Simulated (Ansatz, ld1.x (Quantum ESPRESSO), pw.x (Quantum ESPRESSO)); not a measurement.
pw.x on diamond Mg: one setting changed

Potential: norm-conserving Troullier–Martins (Kleinman–Bylander form), ld1.x (Quantum ESPRESSO) 7.5, LDA (PW92); core [Ne], reference 3s2 3p0; waves: 3s (bound): rc 2.20 bohr; 3p (bound, empty): rc 2.64 bohr; 3d channel at 0.45 Ry: rc 2.90 bohr; local part: the d channel; core correction: none.

The reference run (k-mesh 8³, cutoffs 35/140 Ry, Fermi–Dirac 0.01 Ry, mixing_beta 0.4, conv_thr 1e-9, no spin) gives -0.12 GPa at 37.617 Å³/atom, where all-electron LAPW gives -0.01 GPa. This run, with its own iteration cap, changes k-mesh points per axis to 4.

```
&control
  calculation='scf', prefix='x', pseudo_dir='./', outdir='./tmp', tstress=.true., disk_io='none'
/
&system
  ibrav=0, nat=2, ntyp=1, ecutwfc=35, ecutrho=140, nbnd=9,
  occupations='smearing', smearing='fd', degauss=0.01
/
&electrons
  conv_thr=1e-09, mixing_beta=0.4, electron_maxstep=50
/
ATOMIC_SPECIES
Mg 1.0 Mg.UPF
CELL_PARAMETERS angstrom
  0.00000000 3.35064219 3.35064219
  3.35064219 0.00000000 3.35064219
  3.35064219 3.35064219 0.00000000
ATOMIC_POSITIONS crystal
Mg 0.0000 0.0000 0.0000
Mg 0.2500 0.2500 0.2500
K_POINTS automatic
4 4 4 0 0 0
```

```bash
pw.x < Mg.scf.in > Mg.scf.out
```

Problem. How does the run end?

Solution. It converges in 7 iterations; the free energy moves by +28.3 meV/atom and the pressure by +0.04 GPa.

```
Message from routine setup:
     using ibrav=0 with symmetry is DISCOURAGED, use correct ibrav instead
     lattice parameter (alat)  =       8.9545  a.u.
     unit-cell volume          =     507.7042 (a.u.)^3
     number of electrons       =         4.00
     number of Kohn-Sham states=            9
     kinetic-energy cutoff     =      35.0000  Ry
     charge density cutoff     =     140.0000  Ry
     scf convergence threshold =      1.0E-09
     Exchange-correlation= PW
     number of k points=     8  Fermi-Dirac smearing, width (Ry)=  0.0100
     iteration #  1     ecut=    35.00 Ry     beta= 0.40
     total energy              =      -3.47719536 Ry
     estimated scf accuracy    <       0.00311376 Ry
     iteration #  2     ecut=    35.00 Ry     beta= 0.40
     total energy              =      -3.47743791 Ry
     estimated scf accuracy    <       0.00101164 Ry
     iteration #  3     ecut=    35.00 Ry     beta= 0.40
     total energy              =      -3.47748993 Ry
     estimated scf accuracy    <       0.00001941 Ry
     iteration #  4     ecut=    35.00 Ry     beta= 0.40
     total energy              =      -3.47749119 Ry
     estimated scf accuracy    <       0.00000046 Ry
     iteration #  5     ecut=    35.00 Ry     beta= 0.40
     total energy              =      -3.47749125 Ry
     estimated scf accuracy    <          9.7E-09 Ry
     iteration #  6     ecut=    35.00 Ry     beta= 0.40
     total energy              =      -3.47749125 Ry
     estimated scf accuracy    <          1.2E-09 Ry
     iteration #  7     ecut=    35.00 Ry     beta= 0.40
     the Fermi energy is     0.7694 ev
!    total energy              =      -3.47749125 Ry
     estimated scf accuracy    <          1.0E-11 Ry
     smearing contrib. (-TS)   =      -0.00776956 Ry
     The total energy is F=E-TS. E is the sum of the following terms:
     one-electron contribution =       1.36001440 Ry
     hartree contribution      =       0.11299109 Ry
     xc contribution           =      -1.53971290 Ry
     ewald contribution        =      -3.40301427 Ry
     convergence has been achieved in   7 iterations
          total   stress  (Ry/bohr**3)                   (kbar)     P=       -0.74
     Message from routine punch:
     Nothing written, as per user request (disk_io='none')
```

The run took about 1.9 s on one core of a shared host (Neoverse-V1, 32 threads, 247 GiB, load 32).
